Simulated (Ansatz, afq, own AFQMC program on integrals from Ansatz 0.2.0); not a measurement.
**Si$_{2}$H$_{7}$, doublet: AFQMC among the cluster methods**

```xyz
9

Si   -1.6487    0.0000    0.0000
H    -2.1435    1.3997    0.0000
H    -2.1435   -0.6999    1.2122
H    -2.1435   -0.6999   -1.2122
H     0.2063    0.0000    0.0000
Si    1.6463    0.0000    0.0000
H     2.0963   -1.4163    0.0000
H     2.0963    0.7081   -1.2265
H     2.0963    0.7081    1.2265
```

Basis cc-pVDZ. Only valence electrons are correlated. AFQMC by an in-house program on the Cholesky factors that Ansatz 0.2.0 writes for its CCSD(T) run. The CISD trial takes its coefficients from CCSD amplitudes. Released means that phaseless walkers are propagated on without the constraint, phases kept. ± is one standard error of the sampling.

Determinant: UHF, the one that the program's search chose, which needn't be the lowest solution. The geometry is a point of a scan.

No full CI on the walks' own integrals is used here; CCSDT(Q) serves as the reference and is uncertain by about the last step of the cluster series.

Cautions: the released energies are still falling, so no released level is given (meV from the phaseless value at times in 1/Eh: 0 ± 3 at 0.24, -3 ± 3 at 0.51, -7 ± 3 at 0.99, -12 ± 3 at 1.50).

```
T1 diagnostic                               : 0.0128
weight of the determinant in the CISD state : 0.856
⟨S²⟩ of the determinant                     : 0.761
size of the correlated space                : 15 electrons in 61 orbitals
```

Reference: CCSDT(Q), correlation energy -7.833 eV.

```
        level  E − E(reference) (kJ/mol)  share of correlation (%)
           HF                      755.7                      0.00
          MP2                      169.6                     77.56
         CCSD                       19.3                     97.45
      CCSD(T)                        3.9                     99.48
        CCSDT                        0.5                     99.94
ph-AFQMC/CISD                  0.4 ± 0.3                     99.94
```

A walk keeps the symmetry of its determinant, which the program's search chose and which needn't be the lowest solution, so a lower state of the same spin and another symmetry isn't excluded.
